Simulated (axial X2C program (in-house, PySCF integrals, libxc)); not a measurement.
## Nuclear properties of BCl⁺

Computed with an in-house all-electron X2C program for linear molecules (integrals from PySCF): two-component X2C with atomic mean-field Coulomb and Gaunt terms, Gaussian nuclei, basis Cl dyall-av3z, B dyall-v3z with contracted cores.

R = 1.601 Å (near the PBE0 minimum at charge 1 of the determinant lowest at the starting distance; the state shown can have its own minimum elsewhere).

Determinant lowest in the PBE0 search, Ω = 1/2 (⟨Sz⟩ = 0.50, ⟨Lz⟩ = 0.00 at PBE0), spin on the atoms Cl -0.01, B 0.51:

```
 level  Eeff magnitude (GV/cm)  Ws magnitude Cl (kHz)  Ws magnitude B (kHz)  A∥/gI Cl (MHz)  qzz Cl (a.u.)  A∥/gI B (MHz)  qzz B (a.u.)
  PBE0                  0.0788                 0.0535               0.00919             136           1.42            799         -0.41
    HF                  0.0726                 0.0478               0.00966             107           1.61            809         -0.49
r2SCAN                  0.0852                 0.0582               0.00917             144           1.36            817         -0.41
   LDA                  0.0742                   0.05               0.00903             148           1.28            796         -0.37
   PBE                  0.0766                 0.0521               0.00902             143           1.33            794         -0.38
```

Eeff is the effective electric field on the electron electric dipole moment in this Ω state and Ws the scalar–pseudoscalar constant of the nucleus named (defined with the proton number Z and per Ω); A∥ (defined per Ω) follows by multiplying with gI = μI/(I μN); qzz is the electric field gradient, eQq0 = 234.96 MHz × Q/barn × qzz. The operators were transformed with the bare-nucleus X2C matrices; with these basis sets, hyperfine constants and field gradients can be off by tens of per cent, and where levels differ in sign neither size nor sign is settled.

With gI(35Cl) = 0.5479, Q(35Cl) = -0.08112 barn, gI(11B) = 1.7924, Q(11B) = 0.04059 barn (g factors from the IAEA table of nuclear moments by Stone; Q from Pyykkö, Mol. Phys. 2018), turn the PBE0 values of the first state into constants in MHz.

A∥(35Cl) = 136 × 0.5479 = 74.5 MHz; eQq0(35Cl) = 234.96 × (-0.08112) × (1.42) = -27.1 MHz; A∥(11B) = 799 × 1.7924 = 1430 MHz; eQq0(11B) = 234.96 × (0.04059) × (-0.41) = -3.91 MHz.

Each state is one determinant with collinear spin. Unrestricted Hartree–Fock can overshoot spin polarisation at the nuclei. The search compared states at one distance, so a state with another bond length can lie lower.
